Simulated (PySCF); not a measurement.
Delta-SCF ions had no search for a lower state. Excitations are Tamm–Dancoff values on a coarser integration grid. The basis has no diffuse functions, so Rydberg states are missing or too high.

## C₃H₉N, SMILES `CN(C)C` (charge 0, multiplicity 1)

Computed with PBE-D3(BJ)/def2-TZVP // B3LYP-D3(BJ)/def2-SVP (PySCF).

The HOMO is -4.74 eV. The dipole moment is 0.34 D, the HOMO–LUMO gap comes out as 5.10 eV and the LUMO is 0.35 eV. The S1 excitation (TDA) comes out as 5.18 eV. The S1 oscillator strength comes out as 0.042 and the T1 excitation (TDA) is 5.00 eV. The S1–T1 gap (TDA) comes out as 0.18 eV. The vertical ionisation energy (Delta-SCF) is 8.14 eV, the total energy is -174.2996 Ha and the cost is very roughly 2.6 core-minutes.

Bonds (Å): C1–N2 1.447, C1–H5 1.102, C1–H6 1.116, C1–H7 1.102, N2–C3 1.447, N2–C4 1.447, C3–H8 1.102, C3–H9 1.102, C3–H10 1.116, C4–H11 1.102, C4–H12 1.116, C4–H13 1.102. Angles (°): N2–C1–H5 110.2, N2–C1–H6 113.3, N2–C1–H7 110.2, H5–C1–H6 107.5, H5–C1–H7 107.9, H6–C1–H7 107.5, C1–N2–C3 112.4, C1–N2–C4 112.4, C3–N2–C4 112.4, N2–C3–H8 110.2, N2–C3–H9 110.2, N2–C3–H10 113.3, H8–C3–H9 107.9, H8–C3–H10 107.5, H9–C3–H10 107.5, N2–C4–H11 110.2, N2–C4–H12 113.3, N2–C4–H13 110.2, H11–C4–H12 107.5, H11–C4–H13 107.9, H12–C4–H13 107.5.
